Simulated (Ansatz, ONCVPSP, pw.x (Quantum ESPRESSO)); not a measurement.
**What a changed setting does to a pw.x run (sc Sc)**

Potential: optimised norm-conserving Vanderbilt (ONCV), ONCVPSP 4.0.1, PBEsol; core [Ne], reference 3s2 3p6 3d1 4s2; waves: 3s+4s: rc 2.10 bohr, ncon 5, nbas 8, qcut 6 1/bohr, 2 projectors; 3p: rc 1.70 bohr, ncon 4, nbas 8, qcut 8 1/bohr, 1 projector; 3d: rc 1.55 bohr, ncon 4, nbas 8, qcut 9.2 1/bohr, local; local part: the d channel; core correction: none.

The reference run (k-mesh 11³, cutoffs 90/360 Ry, Fermi–Dirac 0.01 Ry, mixing_beta 0.4, conv_thr 1e-9, no spin) gives 0.31 GPa at 24.897 Å³/atom, where all-electron LAPW gives 0.03 GPa. This run, with its own iteration cap, changes k-mesh shift to 1.

```
&control
  calculation='scf', prefix='x', pseudo_dir='./', outdir='./tmp', tstress=.true., disk_io='none'
/
&system
  ibrav=0, nat=1, ntyp=1, ecutwfc=90, ecutrho=360, nbnd=13,
  occupations='smearing', smearing='fd', degauss=0.01
/
&electrons
  conv_thr=1e-09, mixing_beta=0.4, electron_maxstep=70
/
ATOMIC_SPECIES
Sc 1.0 Sc.UPF
CELL_PARAMETERS angstrom
  2.91999656 0.00000000 0.00000000
  0.00000000 2.91999656 0.00000000
  0.00000000 0.00000000 2.91999656
ATOMIC_POSITIONS crystal
Sc 0.0000 0.0000 0.0000
K_POINTS automatic
11 11 11 1 1 1
```

```bash
pw.x < Sc.scf.in > Sc.scf.out
```

Task: How does the run end?

Result: It converges in 8 iterations; the free energy moves by +1.2 meV/atom and the pressure by +0.03 GPa.

```
Message from routine setup:
     using ibrav=0 with symmetry is DISCOURAGED, use correct ibrav instead
     lattice parameter (alat)  =       5.5180  a.u.
     unit-cell volume          =     168.0133 (a.u.)^3
     number of electrons       =        11.00
     number of Kohn-Sham states=           13
     kinetic-energy cutoff     =      90.0000  Ry
     charge density cutoff     =     360.0000  Ry
     scf convergence threshold =      1.0E-09
     Exchange-correlation= PBESOL
     number of k points=    56  Fermi-Dirac smearing, width (Ry)=  0.0100
     iteration #  1     ecut=    90.00 Ry     beta= 0.40
     total energy              =     -93.87382240 Ry
     estimated scf accuracy    <       0.00462526 Ry
     iteration #  2     ecut=    90.00 Ry     beta= 0.40
     total energy              =     -93.87445053 Ry
     estimated scf accuracy    <       0.00032199 Ry
     iteration #  3     ecut=    90.00 Ry     beta= 0.40
     total energy              =     -93.87446743 Ry
     estimated scf accuracy    <       0.00008106 Ry
     [... 2 iterations left out ...]
     iteration #  6     ecut=    90.00 Ry     beta= 0.40
     total energy              =     -93.87446989 Ry
     estimated scf accuracy    <       0.00000001 Ry
     iteration #  7     ecut=    90.00 Ry     beta= 0.40
     total energy              =     -93.87446989 Ry
     estimated scf accuracy    <          2.8E-09 Ry
     iteration #  8     ecut=    90.00 Ry     beta= 0.40
     the Fermi energy is     9.0826 ev
!    total energy              =     -93.87446989 Ry
     estimated scf accuracy    <          9.1E-11 Ry
     smearing contrib. (-TS)   =      -0.01070752 Ry
     The total energy is F=E-TS. E is the sum of the following terms:
     one-electron contribution =     -42.35273158 Ry
     hartree contribution      =      22.81696811 Ry
     xc contribution           =     -12.11100328 Ry
     ewald contribution        =     -62.21699562 Ry
     convergence has been achieved in   8 iterations
          total   stress  (Ry/bohr**3)                   (kbar)     P=        3.34
     Message from routine punch:
     Nothing written, as per user request (disk_io='none')
```

The run took about 13 s on one core of a shared host (Intel(R) Xeon(R) 6975P-C, 192 threads, 756 GiB, load 157).
